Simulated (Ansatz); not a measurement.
# CH₃B (triplet): wave-function methods side by side, def2-QZVPP

One table from this session's results is given with a row withheld; the runs are named, their logs left out.

Program: Ansatz 0.2.0, Gaussian basis. Level of theory: def2-QZVPP, core rule «outside noble gas», up to 2 orbitals frozen. These are calculated values, not measurements.

Plan: UHF; ROHF; CCSD(T) on UHF.

2 further runs of the same task are left out: 2 set aside as unsound or not needed.

### The geometry

The geometry is a PBE0/def2-TZVP stationary point (not a proven minimum) of the parent state, kept for this charge and spin.

5 atoms, charge 0, spin multiplicity 3.

Atoms are counted from 1 here; the program's logs count them from 0.

Bond lengths: B1–C2 1.374 Å, B1–H3 1.175 Å, C2–H4 1.086 Å, C2–H5 1.086 Å. Angles: C2–B1–H3 180.0°, B1–C2–H4 122.5°, B1–C2–H5 122.5°, H4–C2–H5 115.0°.

The first run:

in.yaml

```yaml
crystal:
  periodic: [false, false, false]
  atoms:
    - {symbol: B, position_ang: [0.000000, 0.000000, 0.745473]}
    - {symbol: C, position_ang: [0.000000, 0.000000, -0.628685]}
    - {symbol: H, position_ang: [0.000000, 0.000000, 1.920782]}
    - {symbol: H, position_ang: [0.000000, 0.915866, -1.212565]}
    - {symbol: H, position_ang: [0.000000, -0.915866, -1.212565]}
basis:
  gaussian: {orbitals: "def2-QZVPP.json"}
magnetization: {spin_polarized: true, initial_magnetization: 2}
hamiltonian: {xc: hf}
output: {orbitals: {seedname: orbitals}}
```

Command:

```
$ ansatz run in.yaml --threads 1 --pin off --events-out ev --progress --plain --max-ram 2393MiB
```

Steps of the session up to this table: UHF; ROHF; CCSD(T) on UHF.

One of the session's tables, all rows but one given; the rest of the session is left out.

It belongs to the step «Misses and costs». 

```
  method  from UCCSD(T) (kcal/mol)
    ROHF                   +175.03
     UHF                   +171.29
    UMP2                         ?
   UCCSD                     +5.59
UCCSD(T)                         0
```

**Question.** Estimate the row for UMP2.

The run gave: from UCCSD(T) (kcal/mol): +22.40. In the column «from UCCSD(T) (kcal/mol)» it lies between UCCSD (+5.59) and UHF (+171.29).
